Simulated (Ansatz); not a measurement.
`C[S][AlH2]` and `[Li][S]C` differ in one atom or group.

Ansatz, PBE0-D4/def2-TZVP geometries, multiplicity 1. 

```
                                                                                  property  `C[S][AlH2]`
                                                        HOMO energy (PBE0/def2-TZVPP) / eV         -7.22
                                                       LUMO energy (B3LYP/def2-TZVPP) / eV         -1.47
                                                       HOMO–LUMO gap (PBE/def2-TZVPP) / eV          4.08
ideal-gas entropy at 298 K and 1 bar (rigid rotor, harmonic PBE0-D4/def2-TZVP) / J/(mol·K)           310
                                                     LUMO energy (ωB97M-V/def2-TZVPP) / eV          0.34
                                                        LUMO energy (PBE0/def2-TZVPP) / eV         -1.28
```

(1) What does the change do to each property? (An estimate is asked.)

Answers

(1) The calculation gave: 
```tsv
property	`[Li][S]C`	shift
HOMO energy (PBE0/def2-TZVPP) / eV	-5.11	2.11
LUMO energy (B3LYP/def2-TZVPP) / eV	-1.56	-0.09
HOMO–LUMO gap (PBE/def2-TZVPP) / eV	2.23	-1.85
ideal-gas entropy at 298 K and 1 bar (rigid rotor, harmonic PBE0-D4/def2-TZVP) / J/(mol·K)	293	-17
LUMO energy (ωB97M-V/def2-TZVPP) / eV	-0.72	-1.06
LUMO energy (PBE0/def2-TZVPP) / eV	-1.28	0.00
```

The zero-point energy changes by -36.6 kJ/mol with -6 modes. Modes under 60 cm⁻¹, often nearly free rotors, make the harmonic entropy too high.

B3LYP here is the variant with VWN-RPA as its local correlation; programs differ in this.
